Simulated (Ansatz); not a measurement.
**SiH4S: up Jacob's ladder to CCSD(T)**

Aim: compute SiH4S with functionals from several rungs and with coupled cluster, and see how far each lands from CCSD(T) at the basis-set limit for the atomisation energy.

Program: Ansatz 0.2.0, Gaussian basis. Level of theory: functionals in def2-TZVPP, the program's frozen cores in correlated methods. These are calculated values, not measurements.

Levels to be run: LDA (SPW92), PBE-D4, revPBE-D4, BLYP-D4, r2SCAN-D4, B97M-V, PBE0-D4, B3LYP-D4, r2SCANh-D4, r2SCAN0-D4, HSE06-D4, BHLYP-D4, CAM-B3LYP-D4, LC-ωPBE, ωB97X-V, ωB97M-V, B2PLYP, PBE-QIDH; CCSD(T)/def2-SVP; CCSD(T)/def2-TZVPP; MP2/def2-QZVPP; extrapolation to the limit; RPA on PBE.

2 further runs of the same task are left out: 2 that didn't finish.

## Step 1: Structure used throughout

All runs share one geometry, relaxed beforehand with PBE0-D4 in a triple-zeta def2 set.

SMILES `[SiH3]S`, 6 atoms, charge 0, spin multiplicity 1.

Atoms are counted from 1 here; the program's logs count them from 0.

Bond lengths: Si1–S2 2.137 Å, Si1–H3 1.485 Å, Si1–H4 1.482 Å, Si1–H5 1.485 Å, S2–H6 1.344 Å. Angles: S2–Si1–H3 111.6°, S2–Si1–H4 104.8°, S2–Si1–H5 111.6°, H3–Si1–H4 110.0°, H3–Si1–H5 108.8°, H4–Si1–H5 110.0°, Si1–S2–H6 94.7°.

## Step 2: LDA

This LDA is Slater exchange with PW92 correlation.

Input file in.yaml:

```yaml
crystal:
  periodic: [false, false, false]
  atoms:
    - {symbol: Si, position_ang: [-0.169831, -0.263412, -0.436043]}
    - {symbol: S, position_ang: [0.907337, -0.012564, 1.392833]}
    - {symbol: H, position_ang: [-1.629769, -0.074275, -0.241589]}
    - {symbol: H, position_ang: [0.108639, -1.658316, -0.852549]}
    - {symbol: H, position_ang: [0.299768, 0.681223, -1.481077]}
    - {symbol: H, position_ang: [0.526056, 1.263344, 1.572324]}
basis:
  gaussian: {orbitals: def2-TZVPP}
hamiltonian: {xc: lda}
output: {orbitals: {seedname: orbitals}}
```

The runs that follow: PBE-D4 (GGA); revPBE-D4 (GGA); BLYP-D4 (GGA); r2SCAN-D4 (meta-GGA); B97M-V (meta-GGA); PBE0-D4 (hybrid); B3LYP-D4 (hybrid); r2SCANh-D4 (hybrid); r2SCAN0-D4 (hybrid); HSE06-D4 (hybrid); BHLYP-D4 (hybrid); CAM-B3LYP-D4 (range-separated); LC-ωPBE-D4 (range-separated); ωB97X-V (range-separated); ωB97M-V (range-separated); B2PLYP (double hybrid); PBE-QIDH (double hybrid); CCSD(T) in def2-SVP; CCSD(T) in def2-TZVPP; MP2 in def2-QZVPP; RPA on PBE orbitals.

**Question.** What will the summary of the whole plan be? Wanted: atomisation energy, CCSD(T)/CBS; farthest beyond LDA; mean size of error, GGA; mean size of error, meta-GGA; mean size of error, hybrid; mean size of error, range-separated; mean size of error, double hybrid; gap, smallest and largest; T1 diagnostic.

As calculated:

```
                               quantity                                      value
        atomisation energy, CCSD(T)/CBS                             407.8 kcal/mol
functionals within 2.0 kcal/mol (0.5 %)                         r2SCAN-D4, ωB97M-V
                    farthest beyond LDA                 revPBE-D4 (-11.4 kcal/mol)
                mean size of error, GGA                               8.3 kcal/mol
           mean size of error, meta-GGA                               2.2 kcal/mol
             mean size of error, hybrid                               5.3 kcal/mol
    mean size of error, range-separated                               4.0 kcal/mol
      mean size of error, double hybrid                               7.8 kcal/mol
              gap, smallest and largest  5.38 eV (LDA (SPW92)), 12.48 eV (LC-ωPBE)
                          T1 diagnostic                                     0.0106
triples share of the correlation energy                                      3.7 %
```

In words: LDA overbinds by 41.0 kcal/mol (10 %). PBE-D4 is off by -6.2 kcal/mol. Double hybrids carry the basis error of their MP2 part in triple zeta, and no dispersion term here, so their miss is partly the set-up's. Taken by rung, meta-GGA functionals do best (2.2 kcal/mol on average) and GGA ones worst beyond LDA (8.3 kcal/mol). Misses under about 2.0 kcal/mol are within the doubt on the reference itself, which lacks core-valence correlation, relativity and higher excitations. Hartree-Fock recovers 75 % of the binding; the rest is correlation. CCSD(T) in def2-SVP is off by -32.3 kcal/mol, which most functionals beat. The gap grows from 5.4 to 12.5 eV across the functionals, mostly with the share of exact exchange.
